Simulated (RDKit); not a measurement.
RDKit input (UFF):

```python
from rdkit import Chem
from rdkit.Chem import AllChem, rdDetermineBonds

mol = Chem.MolFromXYZFile('mol.xyz')
rdDetermineBonds.DetermineBonds(mol, charge=-1)
print('SMILES', Chem.MolToSmiles(Chem.RemoveHs(mol)))
ff = AllChem.UFFGetMoleculeForceField(mol)
e0 = ff.CalcEnergy()
flag = ff.Minimize(maxIts=5000, forceTol=1e-5)
print(f'energy {e0:.4f} -> {ff.CalcEnergy():.4f} kcal/mol, converged: {flag == 0}')
print(Chem.MolToXYZBlock(mol))
```
mol.xyz:
```
7

C     -0.01423719    -0.06952151    -1.23419539
Si     0.00834037     0.17010305     0.73186645
H     -0.01728263    -1.11287275    -1.56859470
H     -0.89893486     0.41944684    -1.65979309
H      0.85959133     0.42084071    -1.68015728
H     -1.11421076    -0.84675739     1.04684283
H      1.13949487    -0.84497103     1.02074434
```

From the last part of the output:

```
[17:40:01] UFFTYPER: Unrecognized charge state for atom: 1
SMILES C[SiH2-]
energy 10.1135 -> -0.2061 kcal/mol, converged: True
7

C     -0.014536   -0.071819   -1.259657
Si     0.007028   -0.062189    0.606795
H     -0.017791   -1.119780   -1.623605
H     -0.925156    0.448323   -1.621425
H      0.886533    0.449969   -1.642365
H     -1.187166   -0.755212    1.112361
H      1.213849   -0.753024    1.084610
```

The dipole moment of an ion depends on the origin.
